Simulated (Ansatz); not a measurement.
`C=CCC(F)Cl` → `C=CC(F)Cl` + `[CH2]` (triplet) at 500 K and 1 bar (formal loss of a carbene).

Isolated molecules relaxed with PBE0-D4/def2-TZVP in Ansatz; ΔE leaves out vibrations. CCSD(T)/CBS is the MP2 limit (def2-TZVPP, def2-QZVPP) plus CCSD(T) − MP2 in def2-TZVPP, frozen cores. This one scheme is used for every species. Triplets are unrestricted, without spin–orbit coupling. One conformer a species, not always the lowest.

| species | CCSD(T)/CBS energy (Eh) | H − E (kJ/mol) | S (J/(mol·K)) |
| --- | --- | --- | --- |
| `C=CCC(F)Cl` | -715.36716 | 288.7 | 410.3 |
| `C=CC(F)Cl` | -676.10309 | 205.1 | 364.3 |
| `[CH2]` (triplet) | -39.09499 | 62.7 | 213.9 |

H − E and S are ideal-gas, rigid-rotor, harmonic terms from PBE0-D4/def2-TZVP, for one conformer and one mirror image of each species, with the whole ground term of open shells counted as degenerate. 1 Eh = 2625.50 kJ/mol, R = 8.31446 J/(mol·K).

Problem. By hand: ΔE, ΔH, ΔS and ΔG.

Solution. ΔE = (-676.10309) + (-39.09499) − (-715.36716) = 0.16908 Eh = 443.9 kJ/mol. Δ(H − E) = 205.1 + 62.7 − 288.7 = -20.9, so ΔH = 423.0 kJ/mol. ΔS = 364.3 + 213.9 − 410.3 = 167.9 J/(mol·K). ΔG = 423.0 − 500 × (167.9)/1000 = 339.1 kJ/mol.

Problem. By hand: the equilibrium constant, and the temperature at which ΔG would vanish if ΔH and ΔS stayed fixed.

Solution. log₁₀ K = −ΔG/(RT ln 10) = -35.4. ΔG = 0 at ΔH/ΔS = 2519 K, far beyond where these terms or the molecules hold.

The number of gas molecules changes by +1, which sets the sign of ΔS. A doubt of 5 kJ/mol in ΔE shifts log₁₀ K by 0.5 here. Other conformers and mirror images would add mixing entropy, several J/(mol·K) or more a flexible species. A triplet takes part, so the spin changes. These are equilibria of isolated gas molecules and say nothing of rates. Largest T1 diagnostic: 0.011 (customary marks: 0.02 for closed shells, 0.045 for open ones).
